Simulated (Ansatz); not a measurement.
# Worked example: correlation energy of BNSi⁺, quartet

Geometry: that of the BNSi, triplet, kept fixed. The doublet lies 4.0 eV lower here.

| atom | x (Å) | y (Å) | z (Å) |
| --- | --- | --- | --- |
| B | 0.0000 | 0.0000 | -1.4078 |
| N | 0.0000 | 0.0000 | -0.1333 |
| Si | 0.0000 | 0.0000 | 1.5410 |

Basis cc-pVTZ; Ansatz 0.2.0. Only valence electrons are correlated (noble-gas cores frozen), which leaves 11 electrons in 87 orbitals. Prefix R: restricted or restricted open-shell reference; prefix U: unrestricted.

Full CI isn't at hand for all of this; UCCSDT(Q) serves as the reference, and is uncertain by about the last step of the cluster series.

Runs differ by some tens of microhartree through their thresholds and, for an open shell, their frozen cores, so steps under 0.03 kcal/mol mean nothing.

```tsv
level	total energy (hartree)
UHF	-367.681921
UMP2	-367.968883
UCCSD	-367.979716
UCCSD(T)	-367.996844
UCCSDT	-367.997747
UCCSDT(Q)	-367.999075
```

**Question.** What is the correlation energy at UCCSDT(Q), and what share of it do UMP2 and UCCSD recover?

**Answer.** E(corr) = -367.999075 − (-367.681921) = -0.317154 hartree = -8.630 eV. UMP2: -0.286962 / -0.317154 = 90.48 %. UCCSD: -0.297795 / -0.317154 = 93.90 %.

**Question.** By how many kcal/mol does UCCSD(T) miss UCCSDT(Q) (1 hartree = 627.509 kcal/mol), and which steps make up the rest?

**Answer.** -367.996844 − (-367.999075) = 0.002231 hartree = 1.40 kcal/mol. Steps: UCCSDT − UCCSD(T) = -0.57, UCCSDT(Q) − UCCSDT = -0.83 kcal/mol. Differences between like states or geometries often cancel part of this.
